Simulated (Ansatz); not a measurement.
# Worked example: HC–SeH⁺, doublet against HC–SeH, triplet

Geometry (PBE0/def2-TZVP stationary point of a triplet), kept for both states (HC–SeH, triplet: A; HC–SeH⁺, doublet: A):

```yaml
atoms:
  - { symbol: C, position_ang: [-0.1382, 0.0631, 1.5565] }
  - { symbol: Se, position_ang: [0.0124, -0.0276, -0.2598] }
  - { symbol: H, position_ang: [0.6196, -0.0163, 2.3303] }
  - { symbol: H, position_ang: [0.0556, 1.4286, -0.5243] }
```

Basis cc-pVDZ; Ansatz 0.2.0. Only valence electrons are correlated (noble-gas cores and the filled d shells of p-block atoms frozen). Prefix R: restricted or restricted open-shell reference; prefix U: unrestricted. No spin–orbit coupling is included, and no scalar relativity.

Full CI isn't at hand for all of this; UCCSDT(Q) serves as the reference, and is uncertain by about the last step of the cluster series.

Unrestricted rows (U, and Kohn–Sham where it breaks symmetry) aren't spin-pure: their determinants' ⟨S²⟩ exceeds S(S+1) by up to 0.78, so they mix in states of higher spin.

```
    level  E(HC–SeH, triplet) (hartree)  E(HC–SeH⁺, doublet) (hartree)
      UHF                  -2438.742051                   -2438.443121
     UMP2                  -2438.946933                   -2438.625894
 UCCSD(T)                  -2438.986918                   -2438.679931
      PBE                  -2440.275178                   -2439.961448
  wB97M-V                  -2440.527549                   -2440.208108
UCCSDT(Q)                  -2438.988397                   -2438.685430
```

Problem. Give the vertical gap, HC–SeH⁺ doublet less HC–SeH triplet, at each level in eV (1 hartree = 27.2114 eV), and each error against UCCSDT(Q).

Solution. UCCSDT(Q): (-2438.685430 − (-2438.988397)) × 27.2114 = 8.244 eV (the reference)
wB97M-V: (-2440.208108 − (-2440.527549)) × 27.2114 = 8.692 eV, error 0.448 eV
PBE: (-2439.961448 − (-2440.275178)) × 27.2114 = 8.537 eV, error 0.293 eV
UCCSD(T): (-2438.679931 − (-2438.986918)) × 27.2114 = 8.354 eV, error 0.110 eV
UMP2: (-2438.625894 − (-2438.946933)) × 27.2114 = 8.736 eV, error 0.492 eV
UHF: (-2438.443121 − (-2438.742051)) × 27.2114 = 8.134 eV, error -0.110 eV

Total energies of functionals can't be set beside those of wave-function methods, since they hold the core's correlation and their own absolute errors; only the differences compare.

In so small a basis the reference is far from its limit while semilocal and hybrid functionals are nearer theirs, so the functionals' errors here hold much of the reference's basis and frozen-core error, which can add to them or hide them.

Each level lands on the state that its own search finds. T1 diagnostics of restricted CCSD: 0.033 and 0.092.
